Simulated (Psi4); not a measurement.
# doublet [BNH4]+: UCCSD/def2-TZVPP

We compute the energy of doublet [BNH4]+. 

The calculation is run with Psi4 1.11.

## (1) The structure to begin with

[BNH4]+: 6 atoms, total charge +1, spin state doublet. As SMILES of the parent species, `BN`. Geometry: relaxed at PBE0-D4/def2-TZVP. That shape belongs to the parent species and isn't relaxed for this state.

Bond lengths: B1–N2 1.385 Å, B1–H3 1.197 Å, B1–H4 1.197 Å, N2–H5 1.006 Å, N2–H6 1.006 Å. Angles: B1–N2–H5 123.2°, B1–N2–H6 123.2°, N2–B1–H3 119.0°, N2–B1–H4 119.0°, H5–N2–H6 113.5°, H3–B1–H4 122.0°.

## (2) A single-point energy at UCCSD/def2-TZVPP

Contents of job.py:

```python
import psi4

psi4.set_memory(1600000000)
psi4.set_num_threads(1)
psi4.set_output_file('output.dat', False)

m = psi4.geometry("""
1 2
B     -0.24226289    -1.28425787    -0.04837699
N      0.27608899     1.28010048     0.02040904
H      0.42670016    -2.58514534     1.67713194
H     -1.34548500    -2.13293388    -1.83152256
H     -0.22979070     2.48253321    -1.36211459
H      1.19430691     2.11913888     1.45754576
units bohr
symmetry c1
""")

psi4.set_options({
    'basis': 'def2-TZVPP',
    'reference': 'uhf',
    'puream': True,
    'e_convergence': 1e-09,
    'd_convergence': 1e-08,
    'scf_type': 'pk',
    'num_frozen_docc': 2,
    'maxiter': 200,
})

E, wfn = psi4.energy('ccsd', return_wfn=True)
print('E =', round(E, 9))
```

Command:

```bash
$ python job.py
```

output.dat:

```text
[...]
  Running in c1 symmetry.
[...]
  Nuclear repulsion =   32.316093054913715
[...]
  Multiplicity = 2
[...]
  Nalpha       = 8
  Nbeta        = 7
[...]
    Number of basis functions: 118
[...]
   @UHF iter   1:   -81.02111764234212   -3.18257e-01   3.36205e-03 ADIIS/DIIS
[...]
   @UHF iter  14:   -81.11150422809138   -1.67120e-11   7.87533e-09 DIIS
[...]
   @S^2 Observed:                7.813068463E-01
[...]
    Orbital Energies [Eh]
    ---------------------
    Alpha Occupied:
       1A    -15.822646     2A     -7.937058     3A     -1.429685
       4A     -1.059167     5A     -0.975319     6A     -0.893215
       7A     -0.863844     8A     -0.697623
    Alpha Virtual:
       9A     -0.133458    10A     -0.071899    11A     -0.042639
      12A     -0.037821    13A      0.006010    14A      0.030458
      15A      0.044405    16A      0.050649    17A      0.058917
      18A      0.214987    19A      0.228078    20A      0.245079
      21A      0.308010    22A      0.319886    23A      0.326826
      24A      0.384412    25A      0.400628    26A      0.422263
[...]
  @UHF Final Energy:   -81.11150422809138
   => Energetics <=
    Nuclear Repulsion Energy =             32.3160930549137149
    One-Electron Energy =                -168.5776341522817177
    Two-Electron Energy =                  55.1500368692766116
    Total Energy =                        -81.1115042280913769
  UHF NO Occupations:
  HONO-2 :    6  A 1.9997549
  HONO-1 :    7  A 1.9847741
[...]
 Multipole Moments:
 ------------------------------------------------------------------------------------
     Multipole            Electronic (a.u.)      Nuclear  (a.u.)        Total (a.u.)
 ------------------------------------------------------------------------------------
 L = 1.  Multiply by 2.5417464519 to convert [e a0] to [Debye]
 Dipole X            :         -0.2203329            0.0811556           -0.1391773
 Dipole Y            :         -1.0904310            0.4016450           -0.6887860
 Dipole Z            :         -0.0290004            0.0107185           -0.0182819
 Magnitude           :                                                    0.7029443
[...]
      * MP2 total energy                      =  -81.413136736583581
[...]
      * CCSD total energy                     =  -81.435886956400026
```

Standard output:

```text
E = -81.435886956
```

Wall time 2.1 min (1 thread of Intel Xeon Platinum 8375C at 2.90GHz (Ice Lake), shared host); peak memory 1.6 GiB.

## (3) Results

Level: UCCSD/def2-TZVPP, 2 core orbitals frozen.

| quantity | value |
| --- | --- |
| total energy | -81.43589 Eh |
| HOMO energy (Hartree–Fock orbitals) (highest over α and β) | -18.98 eV |
| LUMO energy (Hartree–Fock orbitals) (lowest over α and β) | -10.21 eV |
| correlation energy (2 core orbitals frozen) | -324.4 mEh |
| ⟨S²⟩ of the reference determinant | 0.781 |
| T1 diagnostic | 0.031 |
